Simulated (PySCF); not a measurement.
# BH+: a composite coupled-cluster curve

Aim: bond length, wavenumber and bond energy of BH+ near the limit of CCSD(T), built from two basis sets and any small corrections listed.

Computed with PySCF 2.14.0. Level: CCSD(T) on ROHF, no relativity in the base curves; scalar relativity is added as a correction.

2 further runs of the same task are left out: 2 set aside as unsound or not needed.

### 1 Set-up

* molecule: BH+
* state: doublet, unpaired electrons σ ↑
* smaller basis: B aug-cc-pVTZ, H aug-cc-pVTZ
* larger basis: B aug-cc-pVQZ, H aug-cc-pVQZ
* frozen core orbitals: 1
* extrapolation: correlation as n⁻³ (n = 3, 4), Hartree–Fock as (n+1)·exp(−9√n)
* corrections: core–valence correlation, scalar relativity
* distances (Å): 1.0687, 1.1173, 1.1658, 1.2144, 1.2630, 1.3237, 1.3844
* masses (u): 11.0093, 1.0078
* dissociation limit: B+ + H

Run with:

```bash
> OMP_NUM_THREADS=4 python comp.py task.json out
```

### 2 The runs

What does the calculation give? Wanted: for each run, Re; ωe; ωexe; αe; De.

**Answer**, as computed:

```
                   level  Re (Å)  ωe (cm⁻¹)  ωexe (cm⁻¹)  αe (cm⁻¹)  De (eV)
CCSD(T)/aug-cc-pVTZ(-PP)  1.2065     2513.0         65.2      0.472    2.088
CCSD(T)/aug-cc-pVQZ(-PP)  1.2047     2525.0         65.0      0.468    2.121
                  HF/CBS  1.1803     2795.4         44.6      0.356    2.285
                 MP2/CBS  1.1890     2687.4         52.1      0.397    2.394
                CCSD/CBS  1.2025     2546.2         63.4      0.459    2.115
             CCSD(T)/CBS  1.2041     2530.3         64.7      0.466    2.139
          CCSD(T)/CBS+CV  1.2019     2539.4         64.4      0.465    2.167
       CCSD(T)/CBS+CV+SR  1.2019     2538.7         64.5      0.466    2.164
```

The last step gives Re = 1.2019 Å, ωe = 2538.7 cm⁻¹ and De = 2.164 eV; the smaller basis alone is off from it by +4.6 mÅ and -0.08 eV. Near the minimum the mean field binds by 2.27 eV and correlation adds -0.13 eV of binding. T1 is 0.029. Spin–orbit coupling and excitations beyond (T) are left out.
